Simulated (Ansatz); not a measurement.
**C₂H₅N (SMILES C=NC): one structure at several levels**

How do the functionals fare away from a minimum? The structure is a structure displaced at random from a GFN2-xTB minimum.

Program: Ansatz 0.2.0, Gaussian basis. Level of theory: single points in def2-TZVPP. These are calculated values, not measurements.

Correlated methods freeze the cores.

### 1 The system as given

SMILES `C=NC`, 8 atoms, charge 0, spin multiplicity 1.

Atoms are counted from 1 here; the program's logs count them from 0.

Bond lengths: C1–N2 1.492 Å, C1–H4 1.023 Å, C1–H5 1.173 Å, N2–C3 1.180 Å, C3–H6 1.300 Å, C3–H7 1.180 Å, C3–H8 1.020 Å. Angles: N2–C1–H4 129.8°, N2–C1–H5 121.6°, H4–C1–H5 108.2°, C1–N2–C3 111.3°, N2–C3–H6 133.5°, N2–C3–H7 109.3°, N2–C3–H8 121.2°, H6–C3–H7 89.9°, H6–C3–H8 91.7°, H7–C3–H8 104.8°.

Geometry (Å):

```xyz
8
charge 0, multiplicity 1
C    -0.71080    0.58280   -0.85230
N     0.64290    0.49970   -0.23030
C     0.68680   -0.34910    0.58780
H    -1.49350   -0.07470   -0.80740
H    -1.08490    1.56080   -1.38020
H    -0.09090   -0.68300    1.57480
H     0.48440   -1.39350    0.07740
H     1.52170   -0.49350    1.15640
```

### 2 CCSD(T)/def2-TZVPP

Input file run/in.yaml:

```yaml
crystal:
  periodic: [false, false, false]
  atoms:
    - {symbol: C, position_ang: [-0.710800, 0.582800, -0.852300]}
    - {symbol: N, position_ang: [0.642900, 0.499700, -0.230300]}
    - {symbol: C, position_ang: [0.686800, -0.349100, 0.587800]}
    - {symbol: H, position_ang: [-1.493500, -0.074700, -0.807400]}
    - {symbol: H, position_ang: [-1.084900, 1.560800, -1.380200]}
    - {symbol: H, position_ang: [-0.090900, -0.683000, 1.574800]}
    - {symbol: H, position_ang: [0.484400, -1.393500, 0.077400]}
    - {symbol: H, position_ang: [1.521700, -0.493500, 1.156400]}
basis:
  gaussian: {orbitals: def2-TZVPP}
correlation: {method: ccsd_t}
output: {forces: true}
```

No record of the launch command was kept for these runs.

### 3 PBE0-D4/def2-TZVPP

run/in.yaml: that of step 2 with these lines changed.

```diff
@@ -13,3 +13,3 @@
   gaussian: {orbitals: def2-TZVPP}
-correlation: {method: ccsd_t}
-output: {forces: true}
+hamiltonian: {xc: pbe0, dispersion: d4}
+output: {forces: true, orbitals: {seedname: orbitals}}
```

### 4 wB97M-V/def2-TZVPP

run/in.yaml: that of step 3 with these lines changed.

```diff
@@ -13,3 +13,3 @@
   gaussian: {orbitals: def2-TZVPP}
-hamiltonian: {xc: pbe0, dispersion: d4}
-output: {forces: true, orbitals: {seedname: orbitals}}
+hamiltonian: {xc: {name: wB97M-V}}
+output: {forces: true}
```

### 5 r2SCAN-D4/def2-TZVPP

run/in.yaml: that of step 4 with these lines changed.

```diff
@@ -13,3 +13,3 @@
   gaussian: {orbitals: def2-TZVPP}
-hamiltonian: {xc: {name: wB97M-V}}
+hamiltonian: {xc: r2scan, dispersion: d4}
 output: {forces: true}
```

### 6 PBE-D4/def2-TZVPP

run/in.yaml: that of step 5 with these lines changed.

```diff
@@ -13,3 +13,3 @@
   gaussian: {orbitals: def2-TZVPP}
-hamiltonian: {xc: r2scan, dispersion: d4}
+hamiltonian: {xc: pbe, dispersion: d4}
 output: {forces: true}
```

### 7 CAM-B3LYP-D4/def2-TZVPP

run/in.yaml: that of step 6 with these lines changed.

```diff
@@ -13,3 +13,3 @@
   gaussian: {orbitals: def2-TZVPP}
-hamiltonian: {xc: pbe, dispersion: d4}
+hamiltonian: {xc: {name: CAM-B3LYP}, dispersion: d4}
 output: {forces: true}
```

### 8 SPW92/def2-TZVPP

run/in.yaml: that of step 7 with these lines changed.

```diff
@@ -13,3 +13,3 @@
   gaussian: {orbitals: def2-TZVPP}
-hamiltonian: {xc: {name: CAM-B3LYP}, dispersion: d4}
+hamiltonian: {xc: lda}
 output: {forces: true}
```

(Steps that only read results are left out.)

**Question.** What will these runs give? Wanted: energy less free atoms, CCSD(T)/def2-TZVPP; RMS force component; RMS force error; HOMO and LUMO, PBE0-D4; T1 diagnostic.

The runs gave:

| quantity | value |
| --- | --- |
| energy less free atoms, CCSD(T)/def2-TZVPP | -2538.4 kJ/mol |
| RMS force component | 5.613 to 6.180 eV/Å over the methods |
| RMS force error | PBE0-D4 0.442, wB97M-V 0.394, r2SCAN-D4 0.430, PBE-D4 0.475, CAM-B3LYP-D4 0.448, SPW92 0.758 eV/Å |
| HOMO and LUMO, PBE0-D4 | -6.73 and -2.39 eV |
| T1 diagnostic | 0.019 |

Against CCSD(T) the functionals' energies less atoms differ by -557.5 to -75.3 kJ/mol, PBE-D4 by -191.9 kJ/mol. CCSD(T) in triple zeta still lacks some correlation energy of the bonds, so part of these gaps is its own basis error and they don't rank the functionals. On forces the order runs from wB97M-V to SPW92. Frozen-core CCSD(T) forces in triple zeta carry basis errors of their own, and this is one geometry, so small gaps rank nothing. The restricted Hartree–Fock reference is unstable towards an unrestricted one at one or more of these structures.
